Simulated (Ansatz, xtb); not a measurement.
Molecule: pyrazine, C4H4N2, net charge 0, singlet state. 
Structure (B3LYP-D3(BJ)/def2-TZVP (Ansatz, a program for electronic structure) minimum search):
SMILES: c1cnccn1
```xyz
10

C      1.1755    -0.6013     0.1346
C      1.0677     0.7845     0.0774
N     -0.1084     1.3933    -0.0575
C     -1.1755     0.6013    -0.1346
C     -1.0677    -0.7845    -0.0774
N      0.1084    -1.3933     0.0575
H      2.1422    -1.0802     0.2447
H      1.9481     1.4144     0.1418
H     -2.1422     1.0802    -0.2447
H     -1.9481    -1.4144    -0.1418
```
Charge 0, spin multiplicity 1.

Harmonic wavenumbers from GFN2-xTB (xtb, at its own minimum), cm⁻¹: 241, 388, 579, 657, 726, 751, 906, 907, 914, 1010, 1090, 1097, 1130, 1198, 1229, 1251, 1351, 1436, 1530, 1582, 3058, 3062, 3068, 3069.

Task: Give the harmonic wavenumbers at B3LYP-D3(BJ)/def2-TZVP (Ansatz, finite differences of forces, unscaled).

Result: 351, 436, 613, 721, 783, 806, 948, 995, 1009, 1037, 1044, 1092, 1167, 1220, 1254, 1378, 1446, 1518, 1581, 1616, 3154, 3155, 3169, 3176 cm⁻¹. Zero-point energy 48.1 kcal/mol.

Task: From these and the geometry, give the ideal-gas thermochemistry at 298.15 K and 1 atm (rigid rotor, harmonic oscillator).

Result: Point group D2h, rotational symmetry number 4. Rotational constants 6.437, 5.99, 3.103 GHz. S(trans) 39.06, S(rot) 22.64, S(vib) 3.84, S(elec, spin only) 0.00, S 65.5 cal/(mol K). H(298) - H(0) 3.21 kcal/mol; G - E(el) 31.8 kcal/mol.
